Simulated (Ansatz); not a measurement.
# BClH4N: the cost of one run

Program: Ansatz 0.2.0. Level of theory: UKS PBE0/6-31G*. These are calculated values, not measurements.

## Step 1: The starting structure

Bond lengths: B1–Cl2 2.110 Å, B1–H3 1.190 Å, B1–H4 1.190 Å, Cl2–N5 2.030 Å, N5–H6 1.060 Å, N5–H7 1.060 Å. Angles: B1–Cl2–N5 180.0°, Cl2–B1–H3 120.0°, Cl2–B1–H4 120.0°, H3–B1–H4 120.0°, Cl2–N5–H6 120.0°, Cl2–N5–H7 120.0°, H6–N5–H7 120.0°.

As a file:

```xyz
7

B     0.0000    0.0000    0.0000
Cl    0.0000    0.0000    2.1100
H     1.0305    0.0000   -0.5950
H    -1.0305    0.0000   -0.5950
N     0.0000    0.0000    4.1400
H    -0.4960   -0.7725    4.6700
H     0.4960    0.7725    4.6700
```

## Step 2: Pulling towards end A

Springs on the bonds that form and break draw the guess towards this end; the thresholds are loose.

Contents of input.yaml:

```yaml
crystal:
  periodic: [false, false, false]
  atoms:
    - { symbol: B, position_ang: [0.0, 0.0, 0.0] }
    - { symbol: Cl, position_ang: [0.0, 0.0, 2.11] }
    - { symbol: H, position_ang: [1.0305, 0.0, -0.595] }
    - { symbol: H, position_ang: [-1.0305, 0.0, -0.595] }
    - { symbol: "N", position_ang: [0.0, 0.0, 4.14] }
    - { symbol: H, position_ang: [-0.496, -0.7725, 4.67] }
    - { symbol: H, position_ang: [0.496, 0.7725, 4.67] }
magnetization:
  spin_polarized: true
  initial_magnetization: 1
basis:
  gaussian: { orbitals: "6-31G*" }
hamiltonian:
  xc: pbe0
relax:
  f_tol: 0.15
  max_steps: 25
  restrain:
    - { distance: [1, 4], at: 2.93, k: 30.0 }
    - { distance: [0, 1], at: 1.86, k: 30.0 }
```

The run is started by

```bash
$ ansatz run input.yaml --threads 1 --pin off --max-ram 2048MiB --backend cpu --events-out ev --progress --plain --runs-dir out
```

**Question.** How long does this run take on 1 thread of Arm Neoverse V2, shared host, and how much memory does it need?

About 52 s, with a peak of 0.14 GiB.
